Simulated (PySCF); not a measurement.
CH, PBE: how much the basis matters

PySCF, UKS reference; doublet, unpaired electrons π ↑; De to H + C without counterpoise correction.

```
      basis     relativity  functions  Re (Å)  ωe (cm⁻¹)  De (eV)  μ (D)
     STO-3G  no relativity          6   1.190       2832     4.32  -0.91
   def2-SVP  no relativity         19   1.149       2739     3.63  -1.44
aug-pcseg-1  no relativity         32   1.145       2740     3.64  -1.38
  def2-TZVP  no relativity         37   1.138       2731     3.66  -1.43
    pcseg-2  no relativity         44   1.137       2729     3.66  -1.48
 def2-TZVPP  no relativity         45   1.137       2730     3.67  -1.43
def2-TZVPPD  no relativity         54   1.136       2735     3.68  -1.39
```

How does each smaller set differ from the one with most functions, def2-TZVPPD?

STO-3G: +5.4 pm, +3.5 % in ωe, +0.64 eV in De; def2-SVP: +1.3 pm, +0.1 % in ωe, -0.05 eV in De; aug-pcseg-1: +0.9 pm, +0.2 % in ωe, -0.04 eV in De; def2-TZVP: +0.2 pm, -0.1 % in ωe, -0.02 eV in De; pcseg-2: +0.1 pm, -0.2 % in ωe, -0.02 eV in De; def2-TZVPP: +0.1 pm, -0.2 % in ωe, -0.01 eV in De. All at PBE; the set with most functions is neither the basis-set limit nor always the best.

A positive dipole means H(−)C(+). STO-3G is very small, so such numbers show the basis as much as the molecule. The state is the lowest determinant that a PBE0 search found; another state may lie lower at other levels.
